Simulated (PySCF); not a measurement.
**C: ionisation energy**

C [He] 2s2 2p2 (3P) → C+ [He] 2s2 2p1 (2P), as a difference of total energies. All numbers are calculated (PySCF 2.14, no relativity, point nucleus, in aug-cc-pwCVDZ (5s4p2d, 27 functions)). Correlated levels: valence: 1s2 frozen. The calculations carry no spin-orbit coupling.

```
           method  ionisation energy (eV)
              UHF                  10.804
    MP2 (valence)                  11.140
SCS-MP2 (valence)                  11.026
   CCSD (valence)                  11.046
CCSD(T) (valence)                  11.062
  CCSDT (valence)                  11.066
```

Task: How much does correlation contribute at CCSD(T) (valence)?

Result: 11.062 − (10.804) = 0.258 eV, measured against UHF.

Errors of the correlated levels include the incompleteness of this basis and the frozen core.

For comparison: 11.262 eV (measured; NIST levels, between the centres of gravity of the two terms).
